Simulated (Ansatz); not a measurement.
# H₄MgOSi (SMILES [MgH][O][SiH3]): functionals against CCSD(T) at one geometry

The task here is to estimate one member of a computed series from the others.

Method: single points in def2-TZVPP; program: Ansatz 0.2.0, Gaussian basis.

Cores are frozen in the correlated methods. The outer core shell of Li, Na, Mg and K is correlated.

**The starting structure**

7 atoms, charge 0, spin multiplicity 1.

Atoms are counted from 1 here; the program's logs count them from 0.

Bond lengths: Mg1–O2 1.751 Å, Mg1–H4 1.570 Å, O2–Si3 1.598 Å, Si3–H5 1.486 Å, Si3–H6 1.498 Å, Si3–H7 1.476 Å. Angles: O2–Mg1–H4 165.2°, Mg1–O2–Si3 177.9°, O2–Si3–H5 109.1°, O2–Si3–H6 108.0°, O2–Si3–H7 109.0°, H5–Si3–H6 110.6°, H5–Si3–H7 111.2°, H6–Si3–H7 108.7°.

Coordinates:

```xyz
7
H4MgOSi
Mg   -1.89150   -0.92000   -0.44060
O    -0.31920   -0.25120   -0.05790
Si    1.10100    0.40720    0.26160
H    -3.37620   -1.14060   -0.90250
H     1.68530    0.93880   -0.99670
H     0.88880    1.50990    1.25240
H     1.97860   -0.61300    0.86850
```

The first run:

The input, run/in.yaml:

```yaml
crystal:
  periodic: [false, false, false]
  atoms:
    - {symbol: Mg, position_ang: [-1.891500, -0.920000, -0.440600]}
    - {symbol: O, position_ang: [-0.319200, -0.251200, -0.057900]}
    - {symbol: Si, position_ang: [1.101000, 0.407200, 0.261600]}
    - {symbol: H, position_ang: [-3.376200, -1.140600, -0.902500]}
    - {symbol: H, position_ang: [1.685300, 0.938800, -0.996700]}
    - {symbol: H, position_ang: [0.888800, 1.509900, 1.252400]}
    - {symbol: H, position_ang: [1.978600, -0.613000, 0.868500]}
basis:
  gaussian: {orbitals: def2-TZVPP}
correlation: {method: ccsd_t}
output: {forces: true}
```

The command line of these runs was not kept.

Among the steps run: CCSD(T)/def2-TZVPP; PBE0-D4/def2-TZVPP; wB97M-V/def2-TZVPP; r2SCAN-D4/def2-TZVPP; PBE-D4/def2-TZVPP; BLYP-D4/def2-TZVPP; SPW92/def2-TZVPP.

One table of the session follows, with a row left open; its other results are not shown here.

| method | RMS force component (eV/Å) | angle to CCSD(T) forces (°) | dipole (D) |
| --- | --- | --- | --- |
| CCSD(T) | 0.349 | reference | 1.71 |
| PBE0-D4 | ? | ? | ? |
| wB97M-V | 0.344 | 4.7 | 1.72 |
| r2SCAN-D4 | 0.372 | 9.1 | 1.71 |
| PBE-D4 | 0.386 | 19.6 | 1.74 |
| BLYP-D4 | 0.373 | 21.9 | 1.70 |
| SPW92 | 0.379 | 22.0 | 1.72 |

**Question.** Estimate the row for PBE0-D4.

As computed: RMS force component (eV/Å): 0.371; angle to CCSD(T) forces (°): 12.6; dipole (D): 1.74. In the column «RMS force component (eV/Å)» it lies between CCSD(T) (0.349) and r2SCAN-D4 (0.372).
